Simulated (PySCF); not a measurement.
Species: C-cyanomethanimine, C₂H₂N₂.
Numbering: `[H]/[N:2]=[CH:3]\[C:4]#[N:5]` (hydrogens: H1 on N2; H6 on C3)

Geometry (GFN2-xTB, Å), atoms numbered from 1 in this order:
```
atom  x, y, z in Å
H1    -1.185   -1.243   -0.006
N2    -1.325   -0.232   -0.006
C3    -0.279    0.463   -0.003
C4     1.061   -0.037   -0.002
N5     2.111   -0.495   -0.003
H6    -0.379    1.546   -0.002
```

Theory: TDDFT wB97X-D/def2-SVPD, vertical, gas phase, core orbitals frozen in the response (PySCF 2.14.0, density-fitted response routines).

Orbital energies (eV): HOMO-3 -13.25, HOMO-2 -12.50, HOMO-1 -11.73, HOMO -10.88, LUMO -0.59, LUMO+1 1.84, LUMO+2 2.37.

**Question.** Among the lowest singlets, which states do these configurations lead, and at what energies: HOMO-1→LUMO, HOMO-2→LUMO, HOMO→LUMO, HOMO→LUMO+1?

**Answer.** 

| state | leading configuration | weight | Δε (eV) | E (eV) | E − Δε (eV) | f | other configurations |
| --- | --- | --- | --- | --- | --- | --- | --- |
| S1 | HOMO→LUMO | 0.98 | 10.29 | 4.63 | -5.66 | 0.0047 | – |
| S2 | HOMO-2→LUMO | 0.96 | 11.91 | 6.38 | -5.52 | 0.0001 | – |
| S3 | HOMO-1→LUMO | 0.79 | 11.14 | 6.81 | -4.33 | 0.149 | – |
| S6 | HOMO→LUMO+1 | 0.88 | 12.72 | 7.94 | -4.78 | 0.045 | – |

E − Δε runs from -5.66 to -4.33 eV. By orbital difference alone the order would be S1, S3, S2, S6. Δε is the difference of the two orbital energies.

H and L stand for HOMO and LUMO. The other states: S4 7.81 eV, f 0.0019, H-3→L (54%), H-1→L+1 (32%); S5 7.84 eV, f 0.0091, H-1→L+1 (43%), H-3→L (42%), H-1→L+2 (9%); S7 8.67 eV, f 0.074, H-4→L (40%), H→L+2 (32%), H-2→L+1 (9%); S8 9.01 eV, f 0.170, H→L+2 (45%), H-4→L (28%).

**Question.** Which computed triplets share their leading configuration (75% or more) with a singlet, and how far apart are the partners?

**Answer.** 

```tsv
configuration	triplet	E(T) (eV)	singlet	E(S) (eV)	E(S) − E(T) (eV)
HOMO→LUMO	T1	3.81	S1	4.63	+0.83
HOMO-1→LUMO	T2	4.40	S3	6.81	+2.41
HOMO-2→LUMO	T3	6.02	S2	6.38	+0.36
```

The 3 triplets are Tamm–Dancoff values, the singlets full response.

Summed over the main configurations (up to three a state, each over 8%) of all 8 singlets, the electron leaves HOMO with weight 2.62, HOMO-1 with weight 1.62, HOMO-2 with weight 1.05 and HOMO-3 with weight 0.95.

On one thread of an x86-64 server (shared host), this took 3.3 s of wall time.
